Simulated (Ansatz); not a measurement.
Basis-set extrapolation for C$_{4}$H$_{6}$S, SMILES `CC1=CSC1` (PBE0-D4/def2-TZVP geometry, frozen core, the Gaussian-basis code of Ansatz). Multiplicity 1, RHF reference.

```
                      def2-TZVPP   def2-QZVPP
                 HF  -552.514460  -552.532650
    MP2 correlation    -0.833165    -0.890190
CCSD(T) correlation    -0.917285      not run
```

Energies in hartree. Use E(X) = E(∞) + A·exp(−7.88·√X) for Hartree–Fock and E(X) = E(∞) + B·X^(−2.97) for correlation, with X = 3 and 4, and add CCSD(T) minus MP2 of the smaller set to the MP2 limit.

Question: What is the CCSD(T) energy at the basis-set limit?

Answer: HF limit: -552.532650 + (-0.018190) × 0.13774 = -552.53516. MP2 limit: -0.890190 + (-0.057025) × 0.74074 = -0.93243. Higher-order term: -0.917285 − (-0.833165) = -0.08412. Total: -553.55171 hartree, 315.0 kJ/mol below CCSD(T)/def2-TZVPP.
